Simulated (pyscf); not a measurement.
Single points on ωB97X-D3(BJ)/def2-SVP structures (PySCF, gas phase). Correlated levels are frozen-core, on RHF or UHF. ΔMP2 is the change of the MP2 total energy from the triple- to the quadruple-zeta basis.

**Question.** Estimate by transition-state theory the rate constant of HO–SnH₃ + H atom (H•) → SnH₃• + water (H₂O) (doublet surface; O–Sn broken, H–O formed) at 600 K, with CCSD(T)/def2-TZVPP + ΔMP2(QZVPP) energies (ideal gas, 1 atm, RRHO with modes under 100 cm⁻¹ raised to 100, one conformer, R ln 2 for rigid chiral ones; no tunnelling).

**Answer.** The electronic barrier is 9.4 kcal/mol and the thermal terms add +12.5, so ΔG‡ = 21.9 kcal/mol. With k_BT/h = 1.25e+13 s⁻¹ and RT = 1.192 kcal/mol, and a volume of 8.18e-20 cm³ per molecule at 1 atm, k = 1.1e-14 cm³ molecule⁻¹ s⁻¹. Wigner's tunnelling factor for 1492i cm⁻¹ would be 1.53, likely too low at so high a frequency. A shift of 1 kcal/mol in the barrier changes k by a factor 2.3. One saddle was located; it need not be the lowest between these sides. The angle at the attacked O is 148°. The CCSD(T) − MP2 part came from Ansatz, without density fitting, on the same reference. The frozen core leaves the outer d or s,p core shells of the metals and heavy elements correlated in the MP2 and CC values, and def2-TZVPP describes them poorly, which can shift differences by a few kcal/mol. Elements past Kr carry the def2 core potentials, without spin-orbit coupling.
